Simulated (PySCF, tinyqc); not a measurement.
A ladder of methods, and size consistency: correlation methods against full CI in the sto-3g basis, for CH2, spin multiplicity 1. Computed by the program tinyqc with PySCF. 

Geometry (angstrom):

| atom | x | y | z |
|---|---|---|---|
| C | 0.0000 | 0.0000 | 0.0000 |
| H | 0.0000 | 1.0510 | 0.5900 |
| H | 0.0000 | -1.0510 | 0.5900 |

RHF energy of one = -38.345370 hartree

All electrons correlated; +Q is the Davidson correction (1 - c0^2) E_corr. The last columns treat two copies 100 angstrom apart as one system. FCI is the lowest singlet.

Correlation energies (hartree):

| method | E_corr of one | share of FCI (%) | E_corr of two at 100 angstrom | two minus twice one (mhartree) |
|---|---|---|---|---|
| MP2 | -0.039796 | 57.9944 | -0.079592 | 0.0000 |
| CISD | -0.064761 | 94.3767 | -0.121888 | 7.6351 |
| CISD+Q | -0.069310 | 101.0059 | -0.134880 | 3.7409 |
| CCSD | -0.067904 | 98.9563 | -0.135808 | 0.0000 |
| CCSD(T) | -0.068248 | 99.4573 | -0.136495 | 0.0000 |
| FCI | -0.068620 | 100.0000 | - | - |

MP2 recovers 58 %, CISD 94.4 % and CCSD 99.0 % of the FCI value (c0^2 = 0.930 in CISD). MP2 and coupled cluster are size consistent, so their last column vanishes; CISD loses 7.64 mhartree, since a double excitation on each copy is a quadruple of the pair, and the Davidson correction leaves +3.74. The restricted reference is unstable here: a spin-polarised solution lies 0.0362 hartree lower (PySCF), so results built on it describe a poor reference.
